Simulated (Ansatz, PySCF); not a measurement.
SiH₂, SMILES [SiH2] (connectivity only; charge and spin as stated), neutral, multiplicity 1.

Coordinates come from a r2SCAN-D4/def2-TZVPD optimisation. The isomer is the one that the SMILES or the coordinates give; other isomers of the formula were not compared.

Vertical ionisation energy (IE) and electron affinity (EA) in eV. Rows of orbital energies are one-electron estimates. Where ΔSCF, EOM or ADC give a negative EA the extra electron is unbound and the value depends on the basis.

| level | IE | EA |
|---|---|---|
| −ε(HOMO), −ε(LUMO), PBE0/def2-TZVPD (PySCF) | 6.89 | 3.11 |
| −ε(HOMO), −ε(LUMO), ωB97X/def2-TZVPD (PySCF) | 9.17 | 0.93 |
| −ε(HOMO), −ε(LUMO), PBE/def2-TZVPD (PySCF) | 5.86 | 4.04 |
| EOM-CCSD/aug-cc-pVDZ (PySCF) | 9.41 | 0.93 |
| ADC(2)/aug-cc-pVDZ (PySCF) | 9.17 | 0.99 |
| ΔSCF, ωB97X-V/def2-TZVPD (Ansatz), final states of multiplicity 2 and 2 | 9.45 | 0.92 |
| ΔSCF, PBE/def2-TZVPD (Ansatz), final states of multiplicity 2 and 2 | (withheld) | (withheld) |

Complete the blanks. (The exact figures need the calculation; the answer reports its results.)


- ΔSCF, PBE/def2-TZVPD (Ansatz, a first-principles code), final states of multiplicity 2 and 2, IE: 9.37
- ΔSCF, PBE/def2-TZVPD (Ansatz), final states of multiplicity 2 and 2, EA: 1.10

What vertical singlet–triplet gap does ΔSCF give with ωB97X-V/def2-TZVPD (Ansatz) and with PBE/def2-TZVPD (Ansatz)? (The exact figures need the calculation; the answer reports its results.)

1.36 and 1.09 eV (triplet above singlet where positive).

Beyond the first one, list the lowest photoelectron lines from ADC(2)/aug-cc-pVDZ in PySCF with their pole strengths (two spins summed). (The exact figures need the calculation; the answer reports its results.)

11.90 eV (1.86), 17.27 eV (1.75).
